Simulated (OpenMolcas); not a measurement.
# A workflow on O2F (SMILES [O]OF)

We compute a single-point energy (ROHF/ANO-S-MB), then the excited states (CASSCF(5,3)/ANO-S-VDZP), then the vertical excitations (CASPT2(5,3)/ANO-S-VDZP) of O2F. 

The calculation is run with OpenMolcas 26.06.

### 1 The molecule

O2F has 3 atoms, charge 0, and is taken as a doublet. SMILES: `[O]OF`. Geometry: relaxed at GFN2-xTB.

Bond lengths: O1–O2 1.194 Å. A long bond or contact: O2–F3 1.563 Å.

### 2 The energy at ROHF/ANO-S-MB (run 1)

Contents of step1.inp:

```
* FO2 Hartree-Fock
&gateway
coord
3
bohr
O      1.79478628    -0.55293386     0.92893267
O      0.23562995     0.92010765     0.23054659
F     -2.03039734    -0.36715489    -1.15946036
basis=ANO-S-MB
group=NoSym
&seward
&scf
uhf
spin=2
prorbitals=0
&rasscf
fileorb=$Project.UnaOrb
spin=2
nactel=1 0 0
inactive=12
ras2=1
outorbitals=Canonical
orblisting=Nothing
```

Started as:

```
$ export MOLCAS_MEM=1860
$ pymolcas step1.inp > step1.log
```

Output:

```text
--- Start Module: gateway ---
[...]
--- Stop Module: gateway /rc=_RC_ALL_IS_WELL_ ---
[...]
      Basis functions           15
[...]
--- Start Module: scf ---
[...]
       Convergence after  30 Iterations
[...]
::    Total SCF energy                               -248.7794981923
[...]
      Total spin, S                                     0.7902054945
[...]
--- Stop Module: scf /rc=_RC_ALL_IS_WELL_ ---
[...]
--- Start Module: rasscf ---
[...]
      Number of active orbitals                  1
[...]
      Spin quantum number                      0.5
[...]
      Active orbitals                            1
[...]
      Number of CSFs                             1
[...]
      Number of root(s) required                 1
[...]
      Convergence after 13 iterations
[...]
      printout of CI-coefficients larger than  0.05 for root  1
      energy=    -248.736599
      conf/sym  1     Coeff  Weight
             1  u   1.00000 1.00000
      Natural orbitals and occupation numbers for root  1
      sym 1:   1.000000
      ************************************************************************************************************************
      *                                                    Final results                                                     *
[...]
::    RASSCF root number  1 Total energy:   -248.73659945
[...]
      Total electronic charge=   25.000000
      Total            charge=   -0.000000
[...]
      Dipole Moment (debye):
      Origin of the operator (angstrom)=   -0.0633   -0.0114   -0.0361
                   X=  4.5799E-01               Y= -1.0082E-02               Z=  2.5137E-01           Total=  5.2254E-01
      Quadrupole Moment (debye*angstrom):
[...]
--- Stop Module: rasscf /rc=_RC_ALL_IS_WELL_ ---
[...]
```

Wall time 5.4 s (1 thread of AMD EPYC 7R43 (Zen 3), shared host); peak memory 0.37 GiB.

### 3 The vertical excitations at CASSCF(5,3)/ANO-S-VDZP (RICD fitting, 3 states averaged) (run 2)

Contents of step2.inp:

```
&GATEWAY
 Coord
 3
 bohr
 O      1.79478628    -0.55293386     0.92893267
 O      0.23562995     0.92010765     0.23054659
 F     -2.03039734    -0.36715489    -1.15946036
 Basis=ANO-S-MB
 Group=NoSym

&SEWARD

&RASSCF
 FileOrb=$CurrDir/step1.RasOrb
 Alter=1
 1 8 12
 Spin=2
 Nactel=5 0 0
 Inactive=10
 Ras2=3
 CIRoot=3 3 1
 OrbListing=Nothing
>>> COPY $Project.RunFile RUNFIL1
>>> COPY $Project.RasOrb INPORB

&GATEWAY
 Coord
 3
 bohr
 O      1.79478628    -0.55293386     0.92893267
 O      0.23562995     0.92010765     0.23054659
 F     -2.03039734    -0.36715489    -1.15946036
 Basis=ANO-S-VDZP
 Group=NoSym
 RICD

&SEWARD
>>> COPY $Project.RunFile RUNFIL2

&EXPBAS

&RASSCF
 FileOrb=$Project.ExpOrb
 Spin=2
 Nactel=5 0 0
 Inactive=10
 Ras2=3
 CIRoot=3 3 1
 OrbListing=Nothing
```

Started as:

```
$ export MOLCAS_MEM=1860
$ pymolcas step2.inp > step2.log
```

Output:

```text
--- Start Module: gateway ---
[...]
--- Stop Module: gateway /rc=_RC_ALL_IS_WELL_ ---
[...]
      Basis functions           15
[...]
      Number of active orbitals                  3
[...]
      Spin quantum number                      0.5
[...]
      Active orbitals                            3
[...]
      Number of CSFs                             3
[...]
      Number of root(s) required                 3
[...]
      Convergence after 16 iterations
[...]
      Natural orbitals and occupation numbers for root  1
      sym 1:   1.000000   2.000000   2.000000
      Natural orbitals and occupation numbers for root  2
      sym 1:   2.000000   2.000000   1.000000
      Natural orbitals and occupation numbers for root  3
      sym 1:   2.000000   1.000000   2.000000
      ************************************************************************************************************************
      *                                                    Final results                                                     *
[...]
::    RASSCF root number  1 Total energy:   -248.67318646
::    RASSCF root number  2 Total energy:   -248.50109838
::    RASSCF root number  3 Total energy:   -248.33236319
[...]
      Basis functions           42
[...]
      Convergence after 14 iterations
[...]
      Natural orbitals and occupation numbers for root  1
      sym 1:   2.000000   2.000000   1.000000
      Natural orbitals and occupation numbers for root  2
      sym 1:   1.000000   2.000000   2.000000
      Natural orbitals and occupation numbers for root  3
      sym 1:   2.000000   1.000000   2.000000
[...]
::    RASSCF root number  1 Total energy:   -248.89606004
::    RASSCF root number  2 Total energy:   -248.70712063
::    RASSCF root number  3 Total energy:   -248.55674611
[...]
      Total electronic charge=   25.000000
      Total            charge=   -0.000000
[...]
```

Wall time 9.3 s (1 thread of AMD EPYC 7R43 (Zen 3), shared host); peak memory 0.37 GiB.

The roots found:

```tsv
excited state	energy (eV)
1	5.141
2	9.233
```

### 4 The vertical excitations at CASPT2(5,3)/ANO-S-VDZP (RICD fitting, ipea shift 0.25 Eh, pt2 variant MS, 3 states averaged) (run 3)

Contents of step3.inp:

```
&GATEWAY
 Coord
 3
 bohr
 O      1.79478628    -0.55293386     0.92893267
 O      0.23562995     0.92010765     0.23054659
 F     -2.03039734    -0.36715489    -1.15946036
 Basis = ANO-S-VDZP
 Group = NoSym
 RICD

&SEWARD

&RASSCF
 FileOrb = $CurrDir/step2.RasOrb
 Spin = 2
 Nactel = 5 0 0
 Inactive = 10
 Ras2 = 3
 CIRoot = 3 3 1
 OrbListing = Nothing

&CASPT2
 Multistate = all
 Imaginary = 0.2

&RASSI
 NrOfJobIphs = 1 all
 IphNames
 JOBMIX
 EJob
```

Started as:

```
$ export MOLCAS_MEM=1860
$ pymolcas step3.inp > step3.log
```

Output:

```text
[...]
      Basis functions           42
[...]
      Number of active orbitals                  3
[...]
      Spin quantum number                      0.5
[...]
      Active orbitals                            3
[...]
      Number of CSFs                             3
[...]
      Number of root(s) required                 3
[...]
      Convergence after  4 iterations
[...]
      printout of CI-coefficients larger than  0.05 for root  1
      energy=    -248.896060
      conf/sym  111     Coeff  Weight
             1  22u   0.75546 0.57072
             2  2u2  -0.45040 0.20286
             3  u22  -0.47584 0.22642
[...]
      Natural orbitals and occupation numbers for root  1
      sym 1:   2.000000   2.000000   1.000000
      Natural orbitals and occupation numbers for root  2
      sym 1:   1.000000   2.000000   2.000000
      Natural orbitals and occupation numbers for root  3
      sym 1:   2.000000   1.000000   2.000000
      ************************************************************************************************************************
      *                                                    Final results                                                     *
[...]
::    RASSCF root number  1 Total energy:   -248.89606001
::    RASSCF root number  2 Total energy:   -248.70712077
[...]
      Dipole Moment (debye):
      Origin of the operator (angstrom)=   -0.0633   -0.0114   -0.0361
                   X=  2.1329E+00               Y=  1.7641E+00               Z=  1.3688E+00           Total=  3.0879E+00
      Quadrupole Moment (debye*angstrom):
[...]
--- Start Module: caspt2 ---
[...]
::    MS-CASPT2 Root  3     Total energy:   -249.28572152
[...]
::    RASSI State    1     Total energy:    -249.56952210563918
::    RASSI State    2     Total energy:    -249.39835817570236
::    RASSI State    3     Total energy:    -249.28572152078323
[...]
```

It took 5.4 s on 1 thread of AMD EPYC 7R43 (Zen 3), shared host; peak memory 0.079 GiB.

The roots found:

```tsv
excited state	energy (eV)	strength
1	4.658	0.0885
2	7.723	0.1519
```

### 5 What came out

| quantity | value |
| --- | --- |
| run 1, ROHF/ANO-S-MB: total energy | -248.73660 Eh |
| run 1, ROHF/ANO-S-MB: dipole moment | 0.52 D |
| run 2, CASSCF(5,3)/ANO-S-VDZP: energy of the lowest of 3 roots | -248.89606 Eh |
| run 2, CASSCF(5,3)/ANO-S-VDZP: dipole moment (CASSCF density) | 4.03 D |
| run 2, CASSCF(5,3)/ANO-S-VDZP: lowest excitation energy within this active space | 5.14 eV |
| run 3, CASPT2(5,3)/ANO-S-VDZP: energy of the lowest of 3 roots | -249.56952 Eh |
| run 3, CASPT2(5,3)/ANO-S-VDZP: dipole moment (CASSCF density) | 4.03 D |
| run 3, CASPT2(5,3)/ANO-S-VDZP: lowest excitation energy within this active space | 4.66 eV |

Mulliken charges (run 1, ROHF/ANO-S-MB) run from -0.11 on F3 to +0.08 on O2; they depend strongly on the basis. The orbitals (run 2, CASSCF(5,3)/ANO-S-VDZP) are averaged over several states, so each root lies above its own optimum (it can stand above Hartree-Fock), and forces and dipoles share that bias. The orbitals (run 3, CASPT2(5,3)/ANO-S-VDZP) are averaged over several states, so each root lies above its own optimum (it can stand above Hartree-Fock), and forces and dipoles share that bias. The brightest of the 2 transitions from the ground state lies at 7.72 eV (161 nm, f = 0.152); the lowest, at 4.66 eV, has f = 0.088.
